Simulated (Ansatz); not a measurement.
**C₂H₄S: basis-set convergence**

How large a basis does C₂H₄S need? Two functionals are run in growing sets.

The runs use Ansatz 0.2.0, Gaussian basis; one geometry, several basis sets.

Plan: PBE0-D4/def2-SVP; ωB97M-V/def2-SVP; PBE0-D4/def2-QZVPP; ωB97M-V/def2-QZVPP; the functionals' def2-TZVPP values are taken from earlier runs.

1 further run of the same task is left out (it didn't finish).

### Step 1. Structure used throughout

An earlier PBE0-D4 in a triple-zeta def2 set relaxation fixed the geometry.

SMILES `CC=S`, 7 atoms, charge 0, spin multiplicity 1.

Atoms are counted from 1 here; the program's logs count them from 0.

Bond lengths: C1–C2 1.482 Å, C1–H4 1.096 Å, C1–H5 1.096 Å, C1–H6 1.089 Å, C2–S3 1.608 Å, C2–H7 1.094 Å. Angles: C2–C1–H4 109.7°, C2–C1–H5 109.7°, C2–C1–H6 111.8°, H4–C1–H5 106.0°, H4–C1–H6 109.7°, H5–C1–H6 109.7°, C1–C2–S3 126.2°, C1–C2–H7 114.7°, S3–C2–H7 119.0°.

### Step 2. PBE0-D4 in def2-SVP

in.yaml reads:

```yaml
crystal:
  periodic: [false, false, false]
  atoms:
    - {symbol: C, position_ang: [-0.553085, 0.336502, -0.143004]}
    - {symbol: C, position_ang: [0.690040, -0.437229, 0.088861]}
    - {symbol: S, position_ang: [1.378869, -0.725134, 1.513381]}
    - {symbol: H, position_ang: [-1.288809, -0.291725, -0.658555]}
    - {symbol: H, position_ang: [-0.345838, 1.175277, -0.817733]}
    - {symbol: H, position_ang: [-0.976669, 0.709802, 0.788084]}
    - {symbol: H, position_ang: [1.156593, -0.835393, -0.816734]}
basis:
  gaussian: {orbitals: def2-SVP}
hamiltonian: {xc: pbe0, dispersion: d4}
output: {orbitals: {seedname: orbitals}}
```

Command:

```bash
ansatz run in.yaml --threads 4 --pin off --events-out ev --progress --plain --max-ram 10444MiB
```

The runs that follow: ωB97M-V in def2-SVP; PBE0-D4 in def2-QZVPP; ωB97M-V in def2-QZVPP.

**Question.** What will the summary of the whole plan be? Wanted: PBE0-D4: double and triple zeta above quadruple; ωB97M-V: double and triple zeta above quadruple.

The runs gave:

| quantity | value |
| --- | --- |
| PBE0-D4: double and triple zeta above quadruple | 6.57, 0.45 eV |
| ωB97M-V: double and triple zeta above quadruple | 6.68, 0.44 eV |

**Reading.** For PBE0-D4 the step from double to triple zeta gains 6.12 eV and the next only 0.45 eV. Total energies overstate the basis error of differences, where much of it tends to cancel.
